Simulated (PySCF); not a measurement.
Computed χzz against gas-phase spectroscopy

Values to reproduce (atoms as numbered below): 14N at N1: χzz = -4.2391 MHz [1].
[1] measured, gas; W. C. Bailey, Calculation of NQCC in Gaseous State Molecules (compilation of microwave values)

Species: fluorocyanoacetylene, C3FN.
Cartesian coordinates in Å at the GFN2-xTB level; atoms count from 1:
```xyz
5
C3FN angstrom
N     -2.4274    0.0744   -0.4253
C     -1.2995    0.0399   -0.2178
C      0.0399   -0.0001    0.0281
C      1.2226   -0.0365    0.2475
F      2.4730   -0.0749    0.4791
```

Q: How do the computed couplings compare?

A: PySCF, non-relativistic, all at one geometry, with Q(14N) = 0.02044 b:

```json
{"level": "B3LYP/pcJ-1", "functions": "135", "14N N1 (MHz)": "-4.737", "computed/reference − 1 (%)": "+11.7"}
{"level": "PBE0/pcSseg-1", "functions": "85", "14N N1 (MHz)": "-4.707", "computed/reference − 1 (%)": "+11.0"}
```

Closest here is PBE0/pcSseg-1 (11.0 % unsigned error), furthest B3LYP/pcJ-1 (11.7 %); one molecule doesn't rank methods. Computed values are for fixed nuclei, while measured ones can include vibrational averaging. GFN2-xTB bond lengths can be off by several hundredths of an ångström, more for odd bonds, and the gradients follow them.
